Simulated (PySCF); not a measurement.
## CS₂: PBE0 against wB97X

Base calculation in PySCF with density fitting and no spin–orbit coupling, PBE0/def2-TZVP (no relativity): singlet, D∞h, C–S 1.548 Å (×2); wavenumbers 413 (×2), 693, 1595 cm⁻¹; gap between the highest occupied and lowest empty levels 5.86 eV, polar-tensor charge of C 0.80 e, atomisation energy (no zero-point energy) 1190 kJ/mol.

Question: What changes on going to wB97X/def2-TZVP (no relativity)?

Answer: The point group stays the same. Changes: mean bond to C -0.004 Å, highest wavenumber 0 cm⁻¹, lowest wavenumber +12 cm⁻¹, gap between the highest occupied and lowest empty levels +4.16 eV, polar-tensor charge of C +0.16 e, atomisation energy (no zero-point energy) -38 kJ/mol. The new structure has C–S 1.544 Å (×2), with wavenumbers 425 (×2), 703, 1595 cm⁻¹.

The structures come from searches over a few start shapes, so lower isomers are not excluded.
